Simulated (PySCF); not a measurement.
## HF beside CCSD(T) along the third period: bonds to Si

HF and CCSD(T) in PySCF with def2-TZVPPD on every atom, for the lowest determinant that a PBE0 search found; no spin–orbit coupling.

| molecule | state (unpaired electrons) | HF Re (Å) | HF ωe (cm⁻¹) | HF De (eV) | CCSD(T) Re (Å) | CCSD(T) ωe (cm⁻¹) | CCSD(T) De (eV) |
| --- | --- | --- | --- | --- | --- | --- | --- |
| Si2 | triplet (π ↑↑) | 2.217 | 576 | 1.84 | 2.260 | 512 | 3.10 |
| SiP | doublet (π ↑) | 2.044 | 692 | 1.54 | 2.088 | 613 | 3.43 |
| SiS | singlet (closed shell) | 1.911 | 817 | 3.92 | 1.945 | 742 | 6.05 |
| SiCl | doublet (π ↑) | 2.078 | 529 | 3.08 | ? | ? | ? |

Question: Estimate the CCSD(T) values of SiCl by adding the mean shift from HF to CCSD(T) of the other rows, and compare with the calculation.

Answer: The mean shifts are +4.0 pm, -73 cm⁻¹ and +1.76 eV, which give 2.118 Å, 456 cm⁻¹ and 4.84 eV. CCSD(T)/def2-TZVPPD gives Re = 2.075 Å, ωe = 531 cm⁻¹, De = 4.21 eV.

Question: What are the mean differences of HF from CCSD(T) over the whole series?

Answer: Re -3.0 pm, ωe +54 cm⁻¹, De -1.60 eV.

In a basis of this size CCSD(T) is itself not converged; it tends to give bonds that are too long and too weak.

Correlated steps freeze 10 core orbitals. UHF and ROHF references stand side by side, which adds small steps between rows. Where the molecule has an RHF reference, its open-shell atoms are computed with UHF. The CCSD T1 diagnostic is raised in SiS, a sign that a single reference may not be enough there. UHF is strongly spin-contaminated for SiP, so the ROHF reference used there is far from stable. States were picked by a PBE0 search and need not be the measured ground states.
